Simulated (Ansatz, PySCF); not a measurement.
System: C$_{2}$H$_{4}$NO (charge 0, doublet). It need not be the lowest isomer of its formula. 
Coordinates optimised at B3LYP-D3(BJ)/def2-TZVP (Ansatz, an electronic-structure program):
```
C
O 1 1.2305
N 1 1.3652 2 117.80
H 3 1.0231 1 110.17 2 -34.34
C 1 1.4983 2 123.78 3 171.74
H 5 1.0875 1 110.02 2 16.97
H 5 1.0911 6 110.37 1 -121.95
H 5 1.0918 6 109.45 7 -118.08
```
Charge 0, spin multiplicity 2.

Property: atomisation energy (electronic, to ground-state atoms), in eV. Cores are frozen in the correlated levels unless marked. UHF or UKS for open shells. No spin-orbit coupling. No relativistic terms. The coupled-cluster limit lacks core correlation, which all-electron functionals hold. CBS marks a two-point X^-3 extrapolation of the correlation energy; Hartree-Fock from the larger set. [CCSD(T)-MP2]/basis is that difference in the basis named.

The UHF reference is spin-contaminated (<S^2> 0.13 over the pure value in the largest basis). 

```
level                                                     program  atomisation energy (eV)
-------------------------------------------------  --------------  -----------------------
BLYP-D4/def2-TZVPD                                 Ansatz + dftd4                      [?]
r2SCAN-D3(BJ)/def2-TZVPD                           Ansatz + dftd3                    32.78
PBE0/def2-SVP                                              Ansatz                    33.06
PBE0/def2-TZVPD                                            Ansatz                      [?]
BHLYP-D3(BJ)/def2-TZVPD                            Ansatz + dftd3                    31.25
BHLYP-D4/def2-TZVPD                                Ansatz + dftd4                    31.21
TPSSh-D3(BJ)/def2-TZVPD                             PySCF + dftd3                    32.62
TPSSh-D4/def2-TZVPD                                 PySCF + dftd4                    32.63
CAM-B3LYP/def2-TZVPD                                       Ansatz                    32.69
SCS-MP2/6-31G                                              Ansatz                    26.30
SCS-MP2/6-31G*                                             Ansatz                    29.28
SCS-MP2/cc-pVDZ                                            Ansatz                    29.59
CCSD/6-31G*                                                Ansatz                    28.93
CCSD/cc-pVTZ                                               Ansatz                    30.76
RI-MP2/CBS(cc-pVTZ,cc-pVQZ)+[CCSD(T)-MP2]/cc-pVTZ          Ansatz                    32.36
```

Question: Fill in the missing entries.

Answer: 
- BLYP-D4/def2-TZVPD, atomisation energy (eV): 33.13
- PBE0/def2-TZVPD, atomisation energy (eV): 32.73
